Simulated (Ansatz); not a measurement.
Write a Python script for the Ansatz DFT code, driven from Python that makes a rigid scan of one bond length of C2H3O, SMILES [CH2]C=O. Settings (for the species named): B3LYP, 6-31G* basis, multiplicity 2.

```yaml
atoms:
  - { symbol: C, position_ang: [-0.4696, 0.1969, -0.4712] }
  - { symbol: C, position_ang: [0.4967, -0.2364, 0.4518] }
  - { symbol: O, position_ang: [0.2167, -1.0930, 1.2694] }
  - { symbol: H, position_ang: [-1.4334, -0.1777, -0.4280] }
  - { symbol: H, position_ang: [-0.2613, 0.9959, -1.2214] }
  - { symbol: H, position_ang: [1.4929, 0.2503, 0.3532] }
```

Script `scan.py`:
```python
'''Potential curve of C2H3O along one bond.'''

import ansatz as az
import numpy as np

GEOMETRY = '''
C    -0.46960    0.19690   -0.47120
C     0.49670   -0.23640    0.45180
O     0.21670   -1.09300    1.26940
H    -1.43340   -0.17770   -0.42800
H    -0.26130    0.99590   -1.22140
H     1.49290    0.25030    0.35320
'''


def main() -> None:
    c2h3o = az.Crystal.molecule()
    for line in GEOMETRY.strip().splitlines():
        symbol, *xyz = line.split()
        c2h3o = c2h3o.atom(symbol, [float(v) for v in xyz])

    symbols = [site.symbol for site in c2h3o.cartesian_sites]
    start = np.array([site.position_ang for site in c2h3o.cartesian_sites])
    axis = (start[5] - start[1]) / np.linalg.norm(start[5] - start[1])
    moving = [5]
    lengths, energies = [0.95, 1.02, 1.11, 1.22, 1.39, 1.67, 2.0, 2.45], []
    for length in lengths:
        xyz = start.copy()
        xyz[moving] += (length - np.linalg.norm(start[5] - start[1])) * axis
        point = az.Crystal.molecule()
        for symbol, place in zip(symbols, xyz):
            point = point.atom(symbol, place.tolist())
        job = (
            point.calculation()
            .basis(gaussian='6-31G*')
            .functional('b3lyp')
            .spin('collinear', total=1)
        )
        data = job.run().report
        energies.append(data['free_energy_ev'])
        print(f'r = {length:6.3f} A  E = {energies[-1]:.5f} eV  <S^2> = {abs(data["mean_field"]["state"]["spin_squared"]):.3f}')

    print('energy above the lowest point (eV):', [round(e - min(energies), 3) for e in energies])


if __name__ == '__main__':
    main()
```

```console
$ python scan.py
r =  0.950 A  E = -4167.34347 eV  <S^2> = 0.768
r =  1.020 A  E = -4167.73526 eV  <S^2> = 0.767
r =  1.110 A  E = -4167.88231 eV  <S^2> = 0.767
r =  1.220 A  E = -4167.73778 eV  <S^2> = 0.767
r =  1.390 A  E = -4167.18798 eV  <S^2> = 0.766
r =  1.670 A  E = -4166.08710 eV  <S^2> = 0.765
r =  2.000 A  E = -4164.93780 eV  <S^2> = 0.829
r =  2.450 A  E = -4164.10472 eV  <S^2> = 1.418
energy above the lowest point (eV): [0.539, 0.147, 0.0, 0.145, 0.694, 1.795, 2.945, 3.778]
```

Caveats:
- Total energies depend on the basis set; only differences at equal settings carry meaning.
- The rest of the molecule is held rigid at a force-field or estimated start geometry, and the basis set is modest; single-reference methods fail as a bond breaks.
- The run takes the species as open-shell (spin multiplicity 2), which needn't be its ground state.
- The expectation value of S² is noticeably off S(S+1) in at least one run, so that state is spin-contaminated.
- b3lyp holds the VWN-RPA fit, as in Gaussian; the form of ORCA and Turbomole is b3lyp5.
- It ran for 32 s on 1 thread of Arm Neoverse N1 (shared host), peak memory 0.19 GiB.
